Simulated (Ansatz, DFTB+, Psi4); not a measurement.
# Loss of H2: C2H4 → C2H2 + H2

Species: C2H4 (ethylene) `C=C`, singlet; C2H2 (acetylene) `C#C`, singlet; H2 (hydrogen), singlet. 

Shapes, held fixed at every level: PBE0-D4/def2-TZVP. Programs: Ansatz 0.2.0, DFTB+ 25.1, Psi4 1.11. The zero-point and thermal change to 298 K, harmonic and unscaled (PBE0-D4/def2-TZVP), is -28.8 kJ/mol.

**Question.** Estimate ΔH(298 K) of this reaction.

**Answer.** The highest level, CCSD(T)/CBS estimate, gives ΔH(298 K) = +177.5 kJ/mol; the levels span +169.4 to +299.1. DFTB2 strays far from the other rows. The column of differences is taken from that level and isn't an error. No measured value is set beside it here. The CBS estimate extrapolates MP2 from def2-TZVPP and def2-QZVPP and adds CCSD(T) − MP2 in the triple-zeta set, cores frozen; for H2 it overshoots the exact energy by about 1 mEh.

```
                                                            level                    kind  ΔH(298 K) (kJ/mol)  less CCSD(T)/CBS estimate
                                                            DFTB2          semi-empirical              +299.1                     +121.6
                                                    HF/def2-TZVPP            Hartree–Fock              +184.5                       +7.0
                                                 SPW92/def2-TZVPP                     LDA              +220.9                      +43.4
                              PBE-D4/def2-TZVPP (density fitting)                     GGA              +192.3                      +14.8
                              PBE0-D4/def2-TZVP (density fitting)           global hybrid              +203.5                      +26.0
                            B3LYP-D4/def2-TZVPP (density fitting)           global hybrid              +183.8                       +6.3
                                               wB97M-V/def2-TZVPP  range-separated hybrid              +185.1                       +7.6
MP2/def2-QZVPP (density fitting, density fitting for correlation)     perturbation theory              +169.4                       -8.1
                                             CCSD(T)/CBS estimate   coupled cluster or CI              +177.5                        0.0
```
